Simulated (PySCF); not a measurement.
C5H10N (doublet state).
Cartesian coordinates in Å at the GFN2-xTB level; atoms count from 1:
```xyz
16
C5H10N angstrom
C      2.1167    0.4421    0.1718
C      0.6965    0.0536    0.3764
C     -0.4336    1.0348    0.3103
C     -1.6667    0.1316    0.2000
C     -1.1276   -1.1167   -0.5021
N      0.2332   -1.2068   -0.0104
H      2.3201    0.7567   -0.8639
H      2.7779   -0.3920    0.4014
H      2.3749    1.2771    0.8211
H     -0.4778    1.6874    1.1851
H     -0.3442    1.6850   -0.5745
H     -2.0183   -0.1345    1.1964
H     -2.4846    0.5931   -0.3499
H     -1.6870   -2.0203   -0.2465
H     -1.1578   -0.9877   -1.5951
H      0.8707   -1.7943   -0.5314
```

The hyperfine couplings belong to this conformer and change with its torsions.

The species is `C[C]1CCCN1` [radical].

Level of theory: UKS B3LYP, pcH-1 on C H N, non-relativistic, mean-field spin-orbit, GIAO (PySCF 2.14.0). Geometry: GFN2-xTB, one conformer, isolated molecule. A GFN2-xTB geometry isn't a minimum of the functional, and hyperfine couplings can be far from their values at a DFT geometry. No stability test was run, so a lower SCF solution isn't excluded.

Principal values of hyperfine tensors in MHz (contact and dipolar terms together), for some of the nuclei:

```
atom  isotope      A1      A2      A3
  C2      13C   94.58   94.92  303.63
  H7       1H  105.02  105.60  116.21
 H11       1H   87.14   88.28   98.67
  N6      14N   30.88   31.67   61.61
  H8       1H   18.46   19.35   32.50
  H9       1H   16.95   18.37   31.92
 H15       1H   19.50   19.86   27.19
 H16       1H    6.90   12.74   35.39
```

Question: Give the isotropic coupling of each nucleus in MHz and in mT (g = 2.0027), and the anisotropic part.

Answer: a_iso is a third of the trace, T = A − a_iso, and a(mT) = a(MHz)/(g × 13.996).

| atom | a_iso (MHz) | a_iso (mT) | T1 | T2 | T3 |
| --- | --- | --- | --- | --- | --- |
| C2 | 164.38 | 5.864 | -69.79 | -69.46 | 139.25 |
| H7 | 108.95 | 3.887 | -3.92 | -3.34 | 7.27 |
| H11 | 91.36 | 3.259 | -4.23 | -3.08 | 7.30 |
| N6 | 41.39 | 1.477 | -10.51 | -9.71 | 20.22 |
| H8 | 23.44 | 0.836 | -4.98 | -4.09 | 9.06 |
| H9 | 22.41 | 0.800 | -5.46 | -4.05 | 9.51 |
| H15 | 22.19 | 0.791 | -2.68 | -2.32 | 5.01 |
| H16 | 18.34 | 0.654 | -11.44 | -5.61 | 17.05 |

Question: What spin density at the nucleus of H8 lies behind its contact coupling (g_N = 5.58569)?

Answer: a_FC = (2μ0/3) gₑ μB g_N μN ρ(0)/(2S·h) = 800.24 MHz × g_N × ρ(0)/(2S), with ρ in bohr⁻³. With a_FC = 23.44 MHz and 2S = 1, ρ(0) = 0.005243 bohr⁻³. In magnitude that is 1.6 % of the 1/π = 0.318 of a free hydrogen atom.

Question: H10 (1H, g_N = 5.58569) isn't in the table. Its spin density at the nucleus is 0.01084 bohr⁻³. What is its contact coupling?

Answer: By the same relation, a_FC = 48.4 MHz. Its full tensor has the principal values 43.47, 44.17, 57.66 MHz.

Question: Name the largest traceless tensor T of the table and describe it.

Answer: C2: -69.8, -69.5, 139.3 MHz, axial, in the ratio −1:−1:+2, the form that spin in one p orbital centred on that nucleus gives.

Question: What first-order splitting does H7 cause when the field lies along A1, A2 or A3 of its tensor (g taken as isotropic, no quadrupole term)?

Answer: 2 lines (I = 1/2), spaced by |A_i|/(g × 13.996): 3.75, 3.77, 4.15 mT along the axes of A1, A2 and A3.
